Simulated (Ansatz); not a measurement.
```yaml
crystal:
  periodic: [false, false, false]
  atoms:
    - {symbol: Y, position_ang: [0.000000, 0.000000, 0.000000]}
    - {symbol: S, position_ang: [0.000000, 0.000000, 2.500000]}
basis:
  gaussian: {orbitals: def2-TZVP}
magnetization: {spin_polarized: true, initial_magnetization: 3}
hamiltonian: {xc: pbe0}
relax: {f_tol: 0.004, max_steps: 80}
```

```sh
$ ansatz run in.yaml --threads 1 --pin off --events-out ev --progress --plain --max-ram 2176MiB
```

Steps of the relaxation (energy above the last step; positions in Å, forces in eV/Å):

```
2
step 1, 13.2 meV
Y     0.000    0.000    0.000    0.000    0.000   -0.522
S     0.000    0.000    2.500    0.000    0.000    0.522
```

```
2
step 2, 2.6 meV
Y     0.000    0.000   -0.038    0.000    0.000    0.210
S     0.000    0.000    2.538    0.000    0.000   -0.210
```

```
2
step 3, 0.0 meV
Y     0.000    0.000   -0.027    0.000    0.000    0.021
S     0.000    0.000    2.527    0.000    0.000   -0.021
```

```
2
step 4, 0.0 meV
Y     0.000    0.000   -0.026    0.000    0.000    0.000
S     0.000    0.000    2.526    0.000    0.000    0.000
```

Close pairs at the end: Y1–S2 2.552 Å.

A stationary point of unrestricted PBE0 after 4 steps, with ⟨S²⟩ = 3.755 against 3.75 for a pure state. 54 s on 1 thread of Intel Xeon Platinum 8259CL, shared host.
